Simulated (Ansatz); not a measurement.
Cost and result for the atomization energy of `CC(O)(F)CF` (12 atoms, 11 bonds).

```xyz
12

C     0.328   -1.253   -0.574
C    -0.149    0.158   -0.363
O     0.688    1.025   -1.021
F    -1.429    0.268   -0.906
C    -0.274    0.520    1.107
F    -0.505    1.878    1.221
H    -0.339   -1.959   -0.078
H     1.341   -1.374   -0.187
H     0.332   -1.462   -1.644
H     0.458    1.922   -0.749
H    -1.110   -0.012    1.564
H     0.658    0.290    1.629
```

Total charge 0; spin multiplicity 1. The structure was optimised at the PBE0-D4/def2-TZVP level. It is one conformer, not always the lowest. Program: Ansatz. All runs use 4 threads of a server CPU on a shared host. Times are those of one run each, without the atoms' runs, and a repeat can differ threefold. Electronic energies, without spin–orbit coupling; frozen cores. CCSD(T)/CBS adds CCSD(T) − MP2 in def2-TZVPP to the MP2 limit, and its time is that of the two runs behind it. T1 = 0.011. HSE06 is the plane-wave form, built on full-range PBE exchange.

CCSD(T)/CBS is a level of theory with its own doubt, some kJ/mol a heavy atom from the limit and from the frozen cores, so smaller differences don't rank the functionals.

```json
{"level": "revPBE-D4/def2-TZVPP", "functions": "270", "wall time": "2.2 s"}
{"level": "BLYP-D4/def2-TZVPP", "functions": "270", "wall time": "2.3 s"}
{"level": "HSE06-D4/def2-TZVPP", "functions": "270", "wall time": "3.7 s"}
{"level": "r2SCANh-D4/def2-TZVPP", "functions": "270", "wall time": "6 s"}
{"level": "B2PLYP/def2-TZVPP", "functions": "270", "wall time": "6.5 s"}
{"level": "PBE-QIDH/def2-TZVPP", "functions": "270", "wall time": "6.5 s"}
{"level": "ωB97X-V/def2-TZVPP", "functions": "270", "wall time": "8.5 s"}
{"level": "B97M-V/def2-TZVPP", "functions": "270", "wall time": "9.5 s"}
{"level": "CCSD(T)/def2-SVP", "functions": "114", "wall time": "12 s"}
{"level": "ωB97M-V/def2-TZVPP (with forces)", "functions": "270", "wall time": "13 s"}
{"level": "MP2/def2-QZVPP", "functions": "522", "wall time": "33 s"}
{"level": "CCSD(T)/def2-TZVPP", "functions": "270", "wall time": "6.1 min"}
{"level": "CCSD(T)/CBS(def2)", "functions": "–", "wall time": "6.7 min"}
```

Q: What atomization energy does each give, and how far from CCSD(T)/CBS? (Estimate.)

A: The calculation gave: 
```json
{"level": "revPBE-D4/def2-TZVPP", "atomization (kcal/mol)": "1133.7", "difference from CCSD(T)/CBS": "-2.8", "per bond": "-0.3"}
{"level": "BLYP-D4/def2-TZVPP", "atomization (kcal/mol)": "1135.0", "difference from CCSD(T)/CBS": "-1.5", "per bond": "-0.1"}
{"level": "HSE06-D4/def2-TZVPP", "atomization (kcal/mol)": "1141.0", "difference from CCSD(T)/CBS": "4.5", "per bond": "0.4"}
{"level": "r2SCANh-D4/def2-TZVPP", "atomization (kcal/mol)": "1130.4", "difference from CCSD(T)/CBS": "-6.1", "per bond": "-0.6"}
{"level": "B2PLYP/def2-TZVPP", "atomization (kcal/mol)": "1123.2", "difference from CCSD(T)/CBS": "-13.3", "per bond": "-1.2"}
{"level": "PBE-QIDH/def2-TZVPP", "atomization (kcal/mol)": "1129.2", "difference from CCSD(T)/CBS": "-7.3", "per bond": "-0.7"}
{"level": "ωB97X-V/def2-TZVPP", "atomization (kcal/mol)": "1138.2", "difference from CCSD(T)/CBS": "1.7", "per bond": "0.2"}
{"level": "B97M-V/def2-TZVPP", "atomization (kcal/mol)": "1134.6", "difference from CCSD(T)/CBS": "-1.9", "per bond": "-0.2"}
{"level": "CCSD(T)/def2-SVP", "atomization (kcal/mol)": "1083.8", "difference from CCSD(T)/CBS": "-52.7", "per bond": "-4.8"}
{"level": "ωB97M-V/def2-TZVPP (with forces)", "atomization (kcal/mol)": "1139.6", "difference from CCSD(T)/CBS": "3.1", "per bond": "0.3"}
{"level": "MP2/def2-QZVPP", "atomization (kcal/mol)": "1151.3", "difference from CCSD(T)/CBS": "14.8", "per bond": "1.3"}
{"level": "CCSD(T)/def2-TZVPP", "atomization (kcal/mol)": "1107.7", "difference from CCSD(T)/CBS": "-28.8", "per bond": "-2.6"}
{"level": "CCSD(T)/CBS(def2)", "atomization (kcal/mol)": "1136.5", "difference from CCSD(T)/CBS": "0.0", "per bond": "0.0"}
```

The D4 term adds +7.5 kcal/mol with B3LYP and +3.9 kcal/mol with PBE0; it sums over pairs of atoms, weighted by their polarisabilities, and B3LYP, whose exchange is more repulsive, gets the larger term. In def2-TZVPP, CCSD(T) changes the Hartree–Fock value by +294.6 kcal/mol (the triples alone add +18.0 kcal/mol) and MP2 by +321.3 kcal/mol; breaking electron pairs costs correlation energy, which Hartree–Fock lacks. From PBE to PBE0 (25 % exact exchange), in def2-TZVPP and without D4, the atomization energy moves by −27.4 kcal/mol: exact exchange takes away binding that semilocal exchange gives to molecules.

B3LYP here is the variant with VWN-RPA as its local correlation; programs differ in this.
